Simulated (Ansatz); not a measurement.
Cost and result for the atomization energy of `FC(F)C1CO1` (10 atoms, 10 bonds).

Cartesian coordinates in Å:
```
F -0.482 -1.288 1.658
C -0.595 -1.023 0.331
F -1.788 -0.423 0.126
C 0.544 -0.134 -0.081
C 0.356 1.292 -0.311
O 0.478 0.377 -1.392
H -0.601 -1.976 -0.210
H 1.517 -0.508 0.233
H 1.202 1.959 -0.172
H -0.630 1.725 -0.182
```

Total charge 0; spin multiplicity 1. The structure was optimised at the PBE0-D4/def2-TZVP level. It is one conformer, not always the lowest. Program: Ansatz. All runs use 4 threads of an Arm Neoverse V1 on a shared host. Times are those of one run each, without the atoms' runs, and a repeat can differ threefold. Electronic energies, without spin–orbit coupling; frozen cores. CCSD(T)/CBS adds CCSD(T) − MP2 in def2-TZVPP to the MP2 limit, and its time is that of the two runs behind it. T1 = 0.012. B3LYP takes the VWN-RPA correlation (the form of Gaussian; ORCA's B3LYP/G).

CCSD(T)/CBS is a level of theory with its own doubt, some kJ/mol a heavy atom from the limit and from the frozen cores, so smaller differences don't rank the functionals.

| level | functions | wall time | atomization (kcal/mol) | difference from CCSD(T)/CBS | per bond |
| --- | --- | --- | --- | --- | --- |
| PBE-D4/def2-TZVPP (with forces) | 242 | 2.2 s | 1010.9 | 41.0 | 4.1 |
| PBE0-D4/def2-TZVPP | 242 | 2.6 s | 979.9 | 10.0 | 1.0 |
| B3LYP-D4/def2-TZVPP (with forces) | 242 | 3.9 s | 966.8 | -3.1 | -0.3 |
| r2SCAN-D4/def2-TZVPP (with forces) | 242 | 4.4 s | 977.2 | 7.3 | 0.7 |
| B2PLYP/def2-TZVPP | 242 | 4.8 s | 960.2 | -9.7 | -1.0 |
| ωB97X-V/def2-TZVPP | 242 | 7 s | 975.3 | 5.4 | 0.5 |
| ωB97M-V/def2-TZVPP (with forces) | 242 | 10 s | 975.0 | 5.1 | 0.5 |
| MP2/def2-QZVPP | 462 | 21 s | 991.3 | 21.4 | 2.1 |
| CCSD(T)/def2-TZVPP | 242 | 3.4 min | 943.9 | -26.0 | -2.6 |
| CCSD(T)/CBS(def2) | – | 3.7 min | 969.9 | 0.0 | 0.0 |

In def2-TZVPP, CCSD(T) changes the Hartree–Fock value by +271.2 kcal/mol (the triples alone add +18.8 kcal/mol) and MP2 by +303.2 kcal/mol; breaking electron pairs costs correlation energy, which Hartree–Fock lacks. From PBE to PBE0 (25 % exact exchange), in def2-TZVPP and without D4, the atomization energy moves by −30.4 kcal/mol: exact exchange takes away binding that semilocal exchange gives to molecules. The D4 term adds +6.1 kcal/mol with B3LYP and +3.2 kcal/mol with PBE0; it sums over pairs of atoms, weighted by their polarisabilities, and B3LYP, whose exchange is more repulsive, gets the larger term.
